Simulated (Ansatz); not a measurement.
Basis-set extrapolation for C5H12S, SMILES `CCCSCC` (PBE0-D4/def2-TZVP geometry, frozen core, Ansatz 0.2.0). Multiplicity 1, RHF reference.

```json
{"": "HF", "def2-TZVPP": "-593.943931", "def2-QZVPP": "-593.964752"}
{"": "MP2 correlation", "def2-TZVPP": "-1.063816", "def2-QZVPP": "-1.134744"}
{"": "CCSD(T) correlation", "def2-TZVPP": "-1.182385", "def2-QZVPP": "not run"}
```

Energies in hartree. Use E(X) = E(∞) + A·exp(−7.88·√X) for Hartree–Fock and E(X) = E(∞) + B·X^(−2.97) for correlation, with X = 3 and 4, and add CCSD(T) minus MP2 of the smaller set to the MP2 limit.

Question: What is the CCSD(T) energy at the basis-set limit?

Answer: HF limit: -593.964752 + (-0.020821) × 0.13774 = -593.96762. MP2 limit: -1.134744 + (-0.070928) × 0.74074 = -1.18728. Higher-order term: -1.182385 − (-1.063816) = -0.11857. Total: -595.27347 hartree, 386.4 kJ/mol below CCSD(T)/def2-TZVPP.
